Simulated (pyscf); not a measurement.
Single points on ωB97X-D3(BJ)/def2-SVP structures (PySCF, gas phase).

Question: For the elementary gas-phase step methane (CH₄) + H₃C–Si(CH₃)(OH)–OH → H₃C–Si(CH₃)(CH₃)–OH + water (H₂O) (singlet surface; C–H, O–Si broken, C–Si, H–O formed), what barrier and reaction energy does ωB97M-D3(BJ)/def2-TZVP give, measured from the separated reactants?

Answer: ΔE‡ = 294.3 kJ/mol, ΔE = +117.9 kJ/mol. Zero-point energy shifts the barrier by +1.0 kJ/mol. It is a four-centre exchange, with an imaginary mode of 1282i cm⁻¹. On the product side the descent ends in a complex (not fully relaxed), 24.7 kJ/mol under the separated species and 206.5 kJ/mol under the saddle at ωB97X-D3(BJ)/def2-TZVP. One saddle was located; it need not be the lowest between these sides.
